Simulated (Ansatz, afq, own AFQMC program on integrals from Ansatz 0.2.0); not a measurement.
**PtN$_{2}$, triplet → PtN$_{2}$⁺, quartet**

```xyz
3

Pt    0.0000    0.0180    1.7500
N     0.0000   -0.1211   -0.3381
N     0.0000    0.1031   -1.4119
```

Connectivity, by distances: Pt–N–N.

E(quartet, charge +1) − E(triplet, charge +0) at this geometry, on UHF and UHF determinants.

Basis def2-SVP with its core potentials. Noble-gas cores (and the filled d shells of Ga–Kr and In–Xe) are frozen. Ansatz 0.2.0 and our own AFQMC program on the same integrals; the CISD trial comes from CCSD amplitudes, and released means the phaseless constraint is let go. Error bars are statistical, one sigma. No spin–orbit coupling. The metal's outer-core s and p shells are frozen, which shifts wave-function levels against functionals. The errors of all members are added in quadrature.

No full CI on the walks' own integrals is used here; CCSDT(Q) serves as the reference and is uncertain by about the last step of the cluster series. Each member takes its own surest rung, up to full CI.

Errors are counted within def2-SVP, not against nature.

Cautions: no spin-orbit coupling; outer-core shells of the metal frozen; PtN₂ (triplet): another spin lies lower, the released energies get too noisy after the second time (errors over twice the walk's own, or jumping), so no released level is given (meV from the phaseless value at times in 1/Eh: -3 ± 6 at 0.24, -10 ± 7 at 0.60, -42 ± 20 at 1.20, -44 ± 13 at 1.80, -27 ± 27 at 2.60), its ph-AFQMC/CISD value lies 30 ± 6 meV above CCSDT(Q); PtN₂⁺ (quartet): lower spins were not checked, higher spins were not checked, released walk and highest rung disagree (by 18 meV at 1.20 1/Eh, later times being noisier), its ph-AFQMC/CISD value lies 42 ± 6 meV above CCSDT(Q); this needn't be the first ionization.

```json
{"level": "MP2", "vertical ionization energy (eV)": "9.155"}
{"level": "HF", "vertical ionization energy (eV)": "7.615"}
```

(1) From these cheaper values, estimate the vertical ionization energy at the reference level in def2-SVP.

(1) 8.992 eV (CCSDT(Q) in def2-SVP).

| level | vertical ionization energy (eV) | error against CCSDT(Q) (eV) |
| --- | --- | --- |
| CCSD | 8.898 | -0.094 |
| CCSD(T) | 8.993 | 0.000 |
| CCSDT | 8.988 | -0.004 |
| ph-AFQMC/CISD | 9.005 ± 0.009 | 0.013 ± 0.009 |

Correlation beyond CCSD(T) changes it by less than 2 meV. The perturbative (T) step is worth +0.095 eV.

A walk keeps the symmetry of its determinant, which the program's search chose and which needn't be the lowest solution, so a lower state of the same spin and another symmetry isn't excluded.
